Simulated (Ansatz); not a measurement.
Changing the shape of HCP, singlet

Program: Ansatz, Gaussian basis, development build. Basis cc-pVTZ on H/C, cc-pV(T+d)Z on P, nonrelativistic, 6 orbitals frozen in the corrections; active space CAS(6,6). Restricted Hartree–Fock, then the lowest state-specific CASSCF solution met for each case. On stretched bonds single-reference methods can fail or change state. Unlike active orbitals can shift such differences by tenths of an eV, at times by over 1 eV.

Case A:

```xyz
3

H     0.0000    0.0000   -1.0690
C     0.0000    0.0000    0.0000
P     0.0000    0.0000    1.5400
```

Case B:

```xyz
3

H     0.0000    0.0000   -1.0690
C     0.0000    0.0000    0.0000
P     0.0000    0.0000    1.7710
```

Case C. A bond is stretched, to 2.10 times the sum of the covalent radii.

```xyz
3

H     0.0000    0.0000   -1.0690
C     0.0000    0.0000    0.0000
P     0.0000    0.0000    3.8500
```

Case D:

| atom | x (Å) | y (Å) | z (Å) |
| --- | --- | --- | --- |
| H | 0.0000 | 0.0000 | -1.0690 |
| C | 0.0000 | 0.0000 | 0.0000 |
| P | 0.0000 | 0.0000 | 1.3860 |

Case E. A bond is stretched, to 1.51 times the sum of the covalent radii.

```json
{"atom": "H", "x (Å)": "0.0000", "y (Å)": "0.0000", "z (Å)": "-1.0690"}
{"atom": "C", "x (Å)": "0.0000", "y (Å)": "0.0000", "z (Å)": "0.0000"}
{"atom": "P", "x (Å)": "0.0000", "y (Å)": "0.0000", "z (Å)": "2.7720"}
```

Case F:

```json
{"atom": "H", "x (Å)": "0.0000", "y (Å)": "0.0000", "z (Å)": "-1.0690"}
{"atom": "C", "x (Å)": "0.0000", "y (Å)": "0.0000", "z (Å)": "0.0000"}
{"atom": "P", "x (Å)": "0.0000", "y (Å)": "0.0000", "z (Å)": "2.1560"}
```

Energy less that of case A, in eV:

| case | RHF/ROHF |
| --- | --- |
| B | +1.644 |
| C | +11.083 |
| D | +0.655 |
| E | +9.147 |
| F | +5.638 |

(1) Give the SC-NEVPT2 energies against case A.

(2) Which case is lowest, and do the methods agree?

Results:

(1) B: +0.858 eV; C: +7.466 eV; D: +1.065 eV; E: +6.598 eV; F: +3.672 eV.

(2) A is lowest in SC-NEVPT2. Of the methods shown, RHF/ROHF agrees.
